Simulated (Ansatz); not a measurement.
α-quartz (SiO2) was calculated with PBE0 (plane waves, PAW; Ansatz, a program for electronic structure).

Settings: plane-wave cutoff 460 eV, 6×6×4 k mesh (along the axes of the cell as run), Fermi–Dirac smearing 0.01 eV, scalar-relativistic PAW data made under PBE.

The cell has the measured lattice parameters. Conventional cell: a = 4.9164 Å, b = 4.9164 Å, c = 5.4084 Å, α = 90.00°, β = 90.00°, γ = 120.00°.

```yaml
crystal:
  lattice:
    - [4.91636, 0.00000, 0.00000]
    - [-2.45818, 4.25769, 0.00000]
    - [0.00000, 0.00000, 5.40840]
  atoms:
    - { symbol: Si, position: [0.46973, 0.00000, 0.66667] }
    - { symbol: Si, position: [0.00000, 0.46973, 0.33333] }
    - { symbol: Si, position: [0.53027, 0.53027, 0.00000] }
    - { symbol: O, position: [0.41354, 0.26758, 0.78558] }
    - { symbol: O, position: [0.73242, 0.14596, 0.45225] }
    - { symbol: O, position: [0.85404, 0.58646, 0.11891] }
    - { symbol: O, position: [0.26758, 0.41354, 0.21442] }
    - { symbol: O, position: [0.14596, 0.73242, 0.54775] }
    - { symbol: O, position: [0.58646, 0.85404, 0.88109] }
```

Task: List the 31 lowest band energies at Γ above −25 eV (eV, relative to the valence band maximum), grouping those that round alike.

Result: At Γ: -21.00, -19.39 (×2), -18.72, -18.69 (×2), -8.63 (×2), -5.66, -5.59, -5.44 (×2), -3.13 (×2), -2.91, -2.61, -1.54 (×2), -1.51, -1.07 (×2), -0.73, -0.33 (×2), 8.59, 12.05 (×2), 12.56 (×2), 13.90, 14.63.

Note: the run warned that its exchange threshold was loose for the stress; cell and atoms aren't relaxed at this level (largest force component 0.04 eV/Å, pressure 1.4 GPa).
